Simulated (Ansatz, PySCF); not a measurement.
ClNa, SMILES [Na][Cl] (connectivity only; charge and spin as stated), charge +1, multiplicity 2. Atoms are numbered in the order given.

```xyz
2

Na     0.0000     0.0000    -1.7011
Cl     0.0000     0.0000     1.0959
```
Charge +1, spin multiplicity 2.

Coordinates come from a PBE0-D3(BJ)/def2-TZVPD optimisation. The spin state was assumed, not searched.

Two levels are set side by side: PBE-D3(BJ)/def2-TZVPD (Ansatz, an electronic-structure program) and PBE0-D3(BJ)/def2-TZVPD (Ansatz). Each level has its own optimised geometry; the coordinates shown are those of the second. Frequencies come from the Hessian of PySCF at each geometry. Differences are taken from unrounded values.

```tsv
quantity	PBE0-D3(BJ)	PBE-D3(BJ)	PBE-D3(BJ) minus PBE0-D3(BJ)
bond Na1–Cl2 (Å)	2.797	2.807	0.010
highest harmonic wavenumber (cm⁻¹)	149	149	0
mean harmonic wavenumber (cm⁻¹)	149	149	0
zero-point energy (kcal/mol)	0.21	0.21	0.00
```

Here PBE gives about what the other level gives.
